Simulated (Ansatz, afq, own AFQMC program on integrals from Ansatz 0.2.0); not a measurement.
AFQMC on a folder of integrals that Ansatz 0.2.0 wrote.

```yaml
crystal:
  periodic: [false, false, false]
  atoms:
    - {symbol: Si, position_ang: [-1.579609, 0.000000, 0.000000]}
    - {symbol: H, position_ang: [-2.074481, 1.399708, 0.000000]}
    - {symbol: H, position_ang: [-2.074481, -0.699854, 1.212183]}
    - {symbol: H, position_ang: [-2.074481, -0.699854, -1.212182]}
    - {symbol: H, position_ang: [0.099391, 0.000000, 0.000000]}
    - {symbol: Si, position_ang: [1.799391, 0.000000, 0.000000]}
basis:
  gaussian: {orbitals: cc-pVTZ}
magnetization: {spin_polarized: true, initial_magnetization: 2}
correlation: {method: ccsd_t, electrons: outside_noble_gas, hamiltonian_folder: ham}
```

```sh
$ ansatz run in.yaml --threads 1 --pin off --events-out ev --progress --plain --max-ram 16896MiB --backend cuda --devices 0, --max-vram 18GiB
```

afq runs on the folder ham with

```
--method phaseless --trial cisd --walkers 600 --populations 10 --least-time 60 --time-step 0.005 --steps-per-block 50 --equilibration-blocks 28 --max-blocks 4000 --target-error 0.00021 --factor-cut 1e-05 --start spin_pure --seed 694 --release-times 0.24,0.51,0.99,1.62,2.4 --release-step 0.03 --release-every 3 --taylor-order 6
```

Times are imaginary, in 1/Eh. The walk had a cap of 225 s. With eight or more populations the least sampling time is a fifth of least-time, and the error comes from their spread.

afq prints:

```
orbitals 114  electrons 7 5  factors 702 of 715
reference energy -580.10001744 Eh
CCSD correlation -0.25808776 Eh in 12 cycles, weight of the determinant in the CISD state 0.8471
energy of the start -580.356287 Eh
 block  time / (1/Eh)  mean weight  energy / Eh
     1     0.250  1.0011  -580.352611
     2     0.500  0.9991  -580.354316
     3     0.750  1.0003  -580.356497
     4     1.000  0.9997  -580.358460
     5     1.250  0.9993  -580.360706
     7     1.750  0.9995  -580.363860
     9     2.250  1.0002  -580.365847
    13     3.250  0.9997  -580.368268
    21     5.250  0.9999  -580.368314
    29     7.250  1.0002  -580.367490
    37     9.250  1.0003  -580.368975
    45    11.250  1.0004  -580.368533
    53    13.250  1.0000  -580.368410
    61    15.250  1.0000  -580.367098
    69    17.250  0.9996  -580.367450
    77    19.250  0.9996  -580.367587
    85    21.250  1.0002  -580.368800
    93    23.250  1.0006  -580.368502
   101    25.250  0.9997  -580.366571
   109    27.250  0.9999  -580.367896
   117    29.250  0.9997  -580.368543
   125    31.250  1.0000  -580.369367
   133    33.250  1.0001  -580.365650
   141    35.250  0.9995  -580.370481
   149    37.250  0.9999  -580.369123
   153    38.250  1.0002  -580.371652
   157    39.250  0.9972  -580.369533
   165    41.250  0.9986  -580.368242
   173    43.250  1.0011  -580.368012
   181    45.250  0.9998  -580.367337
   185    46.250  1.0005  -580.368755
error from the spread of 10 populations
released: time / (1/Eh)  energy / Eh  error  mean overlap
  0.24  -580.368441  0.000153  1.0015
  0.51  -580.368367  0.000138  0.9996
  0.99  -580.368679  0.000122  0.9930
  1.62  -580.368775  0.000215  0.9851
  2.40  -580.368918  0.000251  0.9856
energy -580.368358 +/- 0.000199 Eh
(rows thinned)
```

The run passed its tests (sampling time, drift between the halves within three errors, error under three times the target), which doesn't prove that it has relaxed. The second half of the sampling lies below the first by 1.6 errors of their difference, so the energy may still be moving and its error bar be too small.

Against this walk (error 5.4 meV) on the same determinant: CCSD(T) 39.9 meV higher. The error is statistical and leaves out the bias of the constraint. None of these is a sure reference here. The released energies are still falling (meV from the phaseless value at times in 1/Eh: -2 ± 4 at 0.24, 0 ± 4 at 0.51, -9 ± 3 at 0.99, -11 ± 6 at 1.62, -15 ± 7 at 2.40), so they give no level.

Cautions: constraint bias not in the error; lower spins were not checked.

The walk took 100 s on 1 × NVIDIA H100 80GB HBM3 with 2 threads of AMD EPYC 7R13 Processor (Zen 3) (shared host) (the card was shared). The log's last line is the phaseless energy.

A walk keeps the symmetry of its determinant, which the program's search chose and which needn't be the lowest solution, so a lower state of the same spin and another symmetry isn't excluded.
